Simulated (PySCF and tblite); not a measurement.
Values are calculated unless marked as measured or tabulated.
C₅H₈O, numbered as in [CH3:1]/[CH:2]=[CH:3]/[C:4]([CH3:5])=[O:6].

The ensemble was built from 90 distance-geometry starts (ETKDG and KDG, MMFF94s, GFN2-xTB) and rests on PBE0-D3(BJ)/def2-SVP geometries. Free energies are PBE0-D3(BJ)/def2-TZVP (IEF-PCM, chloroform) single points with GFN2-xTB rigid-rotor and vibrational terms (modes under about 100 cm⁻¹ blended into free rotors). Symmetry numbers and mirror images are counted. Conformers within 3 kcal/mol (GFN2-xTB free energy) were kept, 8 at most. Programs: PySCF with density fitting and tblite.

Torsions listed: C2–C3–C4–O6.

```json
{"conformer": "1", "shape": "0°", "symmetry": "Cs", "dipole D": "3.78"}
{"conformer": "2", "shape": "-179°", "symmetry": "Cs", "dipole D": "4.96"}
```

Task: Which of these conformers is the most populated at 298.15 K, and with what share?

Result: Conformer 2, about 61 %. The lead over the next is within the error of the method.

Task: Give the DFT energies and free energies relative to the lowest, and all weights.

Result: 
```
conformer  shape  E(DFT) kcal/mol  G(298.15 K) kcal/mol  weight %
        1     0°             0.50                  0.26      39.2
        2  -179°             0.00                  0.00      60.8
```

Task: How does its share change from 150 K to 400 K?

Result: From 75 % to 57 %; the mixing entropy goes from 1.12 to 1.36 cal/(mol K).
